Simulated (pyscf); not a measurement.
## Routes from H₃C–CH₂–InH₂

Candidate steps break at most two bonds and form at most two. Each was searched with GFN2-xTB (tblite) first. Single points on ωB97X-D3(BJ)/def2-SVP structures (PySCF, gas phase). Energies: ωB97M-D3(BJ)/def2-TZVP, kcal/mol, from the reactant's lowest minimum found, singlet surface; ΔG‡ with ideal gas, 1 atm, RRHO with modes under 100 cm⁻¹ raised to 100, one conformer, R ln 2 for chiral ones without a mode under 150 cm⁻¹.

```
products                              type   ΔE‡     ΔE  ΔG‡ 298 K  ΔG‡ 900 K  ν‡ (cm⁻¹)
-------------------------  ---------------  ----  -----  ---------  ---------  ---------
H₃C–CH₃ + InH [singlet]    1,1-elimination  55.6  -10.6       54.7       56.2      1081i
H₃C–CH₂–In [singlet] + H₂  1,1-elimination  56.8   +3.3       55.5       56.4      1447i
```

Row 1: On the product side the descent ends in a complex (not fully relaxed), 4.2 kcal/mol under the separated species and 67.8 kcal/mol under the saddle at ωB97X-D3(BJ)/def2-TZVP. 

Plain bond fissions and candidates not yet searched are not listed, and one of them may be faster. Each barrier is that of the saddle found; lower ones may exist. Elements past Kr carry the def2 core potentials, without spin-orbit coupling.
